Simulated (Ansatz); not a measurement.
Two isomers of C4H6: A = `CC1C=C1`, B = `CC1=CC1`.

Computed with Ansatz on PBE0-D4/def2-TZVP structures; ΔE is electronic, products minus reactants. CCSD(T)/CBS adds triple-zeta CCSD(T) − MP2 to the extrapolated MP2 energy (def2 sets, frozen cores). Functionals use def2-TZVPP. B3LYP here is the variant with VWN-RPA as its local correlation; programs differ in this.

(1) Which isomer does CCSD(T)/CBS put lower? Give the gap. (Best estimate.)

(2) Give E(B) − E(A) in kcal/mol with B3LYP, B2PLYP, PBE-D4, HF/def2-TZVPP, CCSD(T)/def2-TZVPP, CCSD(T)/def2-SVP, LDA (SPW92). (Best estimate.)

(3) Does the order hold for the free energy at 298.15 K (harmonic terms from PBE0-D4)? (Estimate.)

Largest T1 diagnostic: 0.010.

Answers

(1) The calculation gave: B, by 3.3 kcal/mol.

(2) The calculation gave: B3LYP -4.6, B2PLYP -4.2, PBE-D4 -4.6, HF/def2-TZVPP -4.4, CCSD(T)/def2-TZVPP -3.4, CCSD(T)/def2-SVP -3.4, LDA (SPW92) -4.6. None reverses the order clearly.

(3) The calculation gave: Yes: G(B) − G(A) = -3.2 kcal/mol.

Leaving LDA and LC-ωPBE aside and taking each functional with its dispersion term where it has one, the values, not all of them listed here, spread over 0.9 kcal/mol, from PBE-D4 to ωB97M-V.
